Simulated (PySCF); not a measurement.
This PySCF input asks for the NMR shieldings of `C([PH](CC)=O)C`, C$_{4}$H$_{11}$OP; the geometry comes from PBE0-D3(BJ)/def2-SVP.

```python
import basis_set_exchange as bse
import numpy as np
from pyscf import gto, dft
from pyscf.prop import nmr

atoms = """
C    -2.306268    0.280105   -0.097265
C    -1.484976   -0.948098    0.263192
P     0.280921   -0.873601   -0.180125
O     1.045063   -2.134875    0.072244
C     0.972443    0.589112    0.661706
C     2.480166    0.673679    0.466280
H    -1.993591    1.166300    0.475516
H    -3.373315    0.114461    0.112867
H    -2.218330    0.525996   -1.167608
H    -1.517599   -1.165815    1.344088
H    -1.863817   -1.853517   -0.239383
H     0.228065   -0.447821   -1.549308
H     0.455450    1.495015    0.303685
H     0.723576    0.472505    1.730750
H     2.740179    0.846692   -0.589907
H     2.912460    1.494610    1.056953
H     2.954198   -0.269817    0.773289
"""
names = dict.fromkeys(["C", "P", "O", "H"], "pcSseg-1")
basis = {el: gto.basis.parse(bse.get_basis(n, elements=[el], fmt="nwchem")) for el, n in names.items()}
mol = gto.M(atom=atoms, basis=basis, charge=0, verbose=0)
mf = dft.RKS(mol, xc="CAM-B3LYP")
mf.grids.level = 2
mf.grids.alignment = dft.numint.BLKSIZE   # the property module wants whole blocks of grid points
mf.conv_tol = 1e-9
mf.kernel()

calc = nmr.RKS(mf)   # GIAO
C = mf.mo_coeff
Co = C[:, mf.mo_occ > 0]
resp = mf.gen_response(singlet=True, hermi=2)
def vind(x):   # induced exchange potential for any number of trial vectors
    d = np.einsum("pi,xij,qj->xpq", C, 2 * x.reshape(-1, C.shape[1], Co.shape[1]), Co, optimize=True)
    return np.einsum("xpq,pi,qj->xij", resp(d - d.transpose(0, 2, 1)), C, Co, optimize=True).ravel()
mo1, _ = nmr.rhf.solve_mo1(calc, with_cphf=vind)
sigma = calc.kernel(mo1)
for i, s in enumerate(sigma):   # ppm
    w = np.linalg.eigvalsh((s + s.T) / 2)
    print("%2d %-2s iso %8.1f  s11 %8.1f  s22 %8.1f  s33 %8.1f" % (i, mol.atom_pure_symbol(i), w.mean(), *w))
```

Question: What does it print?

Answer: 
```
 0 C  iso    176.1  s11    169.2  s22    175.0  s33    184.1
 1 C  iso    155.6  s11    139.4  s22    153.3  s33    174.0
 2 P  iso    292.0  s11    194.7  s22    226.1  s33    455.3
 3 O  iso    240.7  s11    130.8  s22    267.4  s33    323.9
 4 C  iso    158.0  s11    150.4  s22    153.6  s33    170.1
 5 C  iso    175.4  s11    167.9  s22    174.6  s33    183.7
 6 H  iso     30.8  s11     25.8  s22     30.4  s33     36.2
 7 H  iso     30.1  s11     25.3  s22     27.3  s33     37.7
 8 H  iso     30.6  s11     26.5  s22     28.6  s33     36.6
 9 H  iso     30.0  s11     26.9  s22     28.7  s33     34.3
10 H  iso     29.6  s11     25.1  s22     28.6  s33     35.2
11 H  iso     24.7  s11     21.9  s22     22.9  s33     29.4
12 H  iso     30.3  s11     24.9  s22     31.0  s33     34.9
13 H  iso     30.2  s11     25.6  s22     30.3  s33     34.8
14 H  iso     30.5  s11     26.0  s22     28.2  s33     37.2
15 H  iso     30.1  s11     25.1  s22     27.6  s33     37.5
16 H  iso     29.5  s11     24.4  s22     28.9  s33     35.3
```

These numbers come from an equivalent density-fitted implementation of the same equations, which agrees with the script to about 0.01 ppm for H and up to a few tenths of a ppm for heavy atoms, so last digits may differ.

Question: Turn these shieldings into chemical shifts. Shifts are taken against calculated references (same method and geometry level): $^{13}$C (182.45 ppm) and $^{1}$H (31.33 ppm) against TMS; H3PO4 for $^{31}$P (299.17 ppm); $^{17}$O (338.55 ppm) vs H2O.

Answer: Averaging equivalent atoms: C 1/4: 25.6; C 0/5: 6.7; P 2: 7.1; O 3: 97.8; H 11: 6.59; H 10/13: 1.42; H 9/12: 1.22; H 6/7/8/14/15/16: 1.07 ppm. Experimental scales use liquid or dissolved standards, which lie at an offset from isolated H2O (liquid H2O: subtract about 36 ppm) and H3PO4.

Size and cost of the density-fitted run: 164 basis functions, 17 s wall time on 1 thread of an Intel Xeon 6975P-C, shared host; peak memory 1 GiB.
